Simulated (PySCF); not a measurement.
**S: ionisation energy**

S [Ne] 3s2 3p4 (3P) → S⁺ [Ne] 3s2 3p3 (4S), as a difference of total energies. Computed with PySCF 2.14 in aug-cc-pwCVDZ (6s5p3d, 36 functions), with the non-relativistic Hamiltonian (point nucleus). Correlated levels: nothing frozen. The calculations carry no spin-orbit coupling.

```json
{"method": "UHF", "ionisation energy (eV)": "9.223", "plus first-order spin-orbit estimate": "9.245", "error of that sum (eV)": "-1.115"}
{"method": "MP2 (all electrons)", "ionisation energy (eV)": "9.775", "plus first-order spin-orbit estimate": "9.798", "error of that sum (eV)": "-0.562"}
{"method": "SCS-MP2 (all electrons)", "ionisation energy (eV)": "9.804", "plus first-order spin-orbit estimate": "9.826", "error of that sum (eV)": "-0.534"}
{"method": "CCSD (all electrons)", "ionisation energy (eV)": "9.810", "plus first-order spin-orbit estimate": "9.832", "error of that sum (eV)": "-0.528"}
{"method": "CCSD(T) (all electrons)", "ionisation energy (eV)": "9.836", "plus first-order spin-orbit estimate": "9.858", "error of that sum (eV)": "-0.502"}
```

Reference: 10.360 eV (measured; NIST Atomic Spectra Database, ionization energies).

A first-order spin-orbit estimate (lowest level to lowest level, LS coupling) adds 0.023 eV.

Errors of the correlated levels include the incompleteness of this basis.
